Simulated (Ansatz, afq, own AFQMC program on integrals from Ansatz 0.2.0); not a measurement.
# CH, doublet: AFQMC among the cluster methods

```tsv
atom	x (Å)	y (Å)	z (Å)
C	0.0024	0.0088	0.0024
H	-0.2524	-1.0617	-0.2556
```

Basis def2-TZVP. Only valence electrons are correlated. AFQMC by an in-house program on the Cholesky factors that Ansatz 0.2.0 writes for its CCSD(T) run. ph-AFQMC/CISD is guided by a CISD state made of CCSD amplitudes; releasing the constraint for a short imaginary time cuts its bias at the price of noise, slowly where states lie close. ± is one standard error of the sampling.

Determinant: ROHF, the one that the program's search chose, which needn't be the lowest solution. The geometry is a PBE0/def2-SVP stationary point of this or a neighbouring charge and spin state.

Full CI on the same integrals is exact in this basis and with this determinant's frozen core.

Cautions: a spin-contaminated unrestricted determinant lies lower (UHF 211 meV lower, ⟨S²⟩ 1.10).

The T1 diagnostic is 0.0171. The weight of the determinant in the CISD state is 0.932. The size of the correlated space is 5 electrons in 36 orbitals.

| level | correlation energy (eV) |
| --- | --- |
| MP2 | -2.7943 |
| CCSD | -3.4662 |
| CCSD(T) | -3.5550 |

Task: Estimate where full CI lies against CCSD(T) on the same integrals.

Result: 1.9 kJ/mol below CCSD(T).

Reference: full CI, correlation energy -3.575 eV. The released energy is read at 2.40 1/Eh (meV from the phaseless value at times in 1/Eh: -4.0 ± 1.6 at 0.24, -7.0 ± 1.3 at 0.51, -6.1 ± 1.3 at 0.99, -6 ± 4 at 1.62, -10.0 ± 1.7 at 2.40).

| level | E − E(reference) (kJ/mol) | share of correlation (%) |
| --- | --- | --- |
| CCSD(T) | 1.9 | 99.43 |
| CCSDT | 0.2 | 99.93 |
| CCSDT(Q) | 0.0 | 99.99 |
| CCSDTQ | 0.0 | 100.00 |
| ph-AFQMC/CISD | 0.9 ± 0.2 | 99.75 |
| released AFQMC | -0.1 ± 0.2 | 100.03 |

CCSDT and higher add their correlation energy to the determinant of the CCSD(T) run, since their own runs factorise the integrals more tightly (a shift of under 2 meV). A walk keeps the symmetry of its determinant, which the program's search chose and which needn't be the lowest solution, so a lower state of the same spin and another symmetry isn't excluded. Released energies are given only where the last usable release times agree within the noise; a slower fall can still hide under it.
